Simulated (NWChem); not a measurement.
# Total energies of O2 (-1)

```
O
O 1 1.3211
```
Charge -1, spin multiplicity 2.

Everything below was run with NWChem. Structure: optimised with UPBE0/def2-SVP, a minimum by its harmonic frequencies.

Basis set: aug-cc-pVTZ (92 functions).

```tsv
method	total energy (Ha)
UHF	-149.64808
UMP2	-150.13087
UB2PLYP	-150.31033
UPBE	-150.25820
UB3LYP	-150.40391
UTPSS	-150.42061
```

Total energies of different functionals aren't comparable as a measure of quality: only differences taken within one method are. 

The correlated methods keep 2 core orbitals frozen. B3LYP has NWChem's definition, with VWN1-RPA local correlation. The structure started from a generated list of species. The unpaired electrons of the parent sit in orbitals of symmetry b3g (D2h labels of the run); other states weren't searched. The anion's geometry comes from a basis without diffuse functions. The stability of the SCF solutions was not checked. Open-shell Hartree-Fock references start from PBE0 orbitals.
